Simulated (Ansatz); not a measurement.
HAlSi: how the atomization moves with the basis

HAlSi, triplet; coordinates (Å): Si 0.000 0.000 2.089; Al 0.000 0.000 -0.245; H 0.000 0.000 -1.844. Quantity: atomization.

Ansatz 0.2.0, basis 6-31G or cc-pVDZ; geometries are PBE0/def2-TZVP minima. Wave-function levels freeze the cores; HF, MP2 and coupled cluster are restricted for singlets and unrestricted otherwise, atoms included (their steps beyond CCSDT(Q) come from restricted open-shell runs), Kohn–Sham unrestricted where that lies lower. The reference is CCSDT(Q) or full CI (coupled cluster only where its series has nearly closed). Semilocal and hybrid functionals correlate all electrons outside any core potential and usually lie nearer their basis limit than the reference, so part of their error here is the reference's basis and frozen-core error; RPA and the MP2 part of double hybrids freeze the same cores as the reference. None of these values is a measured one. Energies are electronic, without zero-point terms. No spin–orbit coupling and no scalar relativity. The species are chosen: bound, without strong static correlation by their natural occupations or amplitudes, in their lowest spin state as far as vertical gaps and like structures tell, and with a ladder that closes on the reference, so errors are smaller than for species at large; levels whose determinant breaks symmetry or spin markedly are left out.

| level | 6-31G (kJ/mol) | cc-pVDZ (kJ/mol) |
| --- | --- | --- |
| reference | 365.8 (full CI) | 446.6 (CCSDT(Q)) |
| HF | 277.2 | 338.2 |
| MP2 | 354.1 | 441.8 |
| CCSD(T) | 362.6 | 443.1 |
| PBE | 483.9 | 514.2 |
| r2SCAN | 487.7 | 520.8 |
| PBE0 | 462.5 | 502.0 |
| wB97M-V | 452.4 | 499.1 |

From 6-31G to cc-pVDZ the reference moves by 80.8 kJ/mol and PBE by 30.3; the step from CCSD(T) to the reference is 3.2 in the first and 3.4 in the last.
